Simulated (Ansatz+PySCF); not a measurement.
Results of a calculation; reference values are marked as such.
# Several solutions for singlet CH2S

```xyz
4

C     0.0098    0.0001   -1.0238
S    -0.0042    0.0088    0.5869
H    -0.0091   -0.9333   -1.6151
H     0.0054    0.9237   -1.6186
```

Basis set: def2-SVP (spherical functions). Charge 0, multiplicity 1.

UHF was run from several starts with Ansatz (development build ahead of 0.2.0) and PySCF 2.14.0.

```tsv
run	program	start	converged	energy (hartree)	<S²>
A	Ansatz	atomic start, no search	yes	-436.36740	0.00
B	PySCF	guess atom, instabilities followed	yes	-436.37028	0.30
C	PySCF	program defaults	yes	-436.36740	0.00
D	PySCF	guess huckel, instabilities followed	yes	-436.37028	0.30
E	Ansatz	search for the lowest state	yes	-436.37028	0.30
F	Ansatz	stability test followed	yes	-436.37028	0.30
G	PySCF	guess minao, instabilities followed	yes	-436.37028	0.30
H	PySCF	guess 1e, instabilities followed	yes	-436.37028	0.30
```

(1) Which runs reached the lowest solution of this kind, and what is wrong with the others?

Results:

(1) B, D, E, F, G, H reached the lowest solution found. Converged but too high: A by 0.08 eV, C by 0.08 eV. Convergence only shows a stationary point, and even a stable one can lie too high; stability tests and further starts are what find lower ones. Caution: the unrestricted determinant is spin contaminated.
